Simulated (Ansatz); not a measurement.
Rutile MnF2 was calculated with BLYP (PAW; Ansatz, an electronic-structure program).

Numerical settings: plane-wave cutoff 520 eV, 8×8×10 k mesh (along the axes of the cell as run), Fermi–Dirac smearing 0.01 eV, spin-polarised with opposed moments, scalar-relativistic PAW data made under PBE.

Properties against volume:

Shape and atoms are relaxed at each volume.

| V (Å³/atom) | P (GPa) | direct gap at Γ (eV) | smallest gap on the k mesh (eV) | c (Å) |
|---|---|---|---|---|
| 13.245 | 3.58 | 2.262 | 2.167 | 3.313 |
| 13.521 | 1.68 | 2.278 | 2.219 | 3.327 |
| 13.797 | -0.01 | 2.285 | 2.231 | 3.339 |
| 14.073 | -1.50 | 2.281 | 2.232 | 3.352 |
| 14.349 | -2.82 | 2.274 | 2.230 | 3.361 |

The fundamental gap (2.23 eV at the equilibrium volume, with added k points) lies elsewhere than Γ–Γ.

Measured, for comparison: band gap 9.9 eV (temperature not stated, no zero-point or thermal correction, the source doubts the polymorph; as tabulated in Das and Bazhirov (2019), arXiv:1808.05325).

Note: without U or exact exchange, gaps and moments of open d shells tend to come out too small; the bulk modulus comes from volumes at which shape and atoms were relaxed.
